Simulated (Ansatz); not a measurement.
We consider 1T (CdI2-type) PtSe₂, described by r²SCAN (PAW; Ansatz, a program for electronic structure).

Run with plane-wave cutoff 600 eV, 12×12×8 k mesh (along the axes of the cell as run), finite displacements, scalar-relativistic PAW data made under PBE.

Computed at the level's own relaxed cell.

Harmonic phonon frequencies (cm⁻¹; i marks an imaginary mode; at Γ without the LO shift):

| q point | frequencies |
|---|---|
| Γ | 0 0 0 177 177 206 217 217 230 |
| M | 87 105 165 167 168 203 208 216 224 |
| A | 16 16 20 177 177 204 223 223 233 |

No imaginary mode appears at these points.

Note: the run warned that the k mesh is coarse for the response to a field; the cell comes from a level without a dispersion term, which matters for the spacing of layers, chains or molecules; the cell has widely spaced layers and the level no dispersion term, so their spacing and the moduli can rest on weak binding.
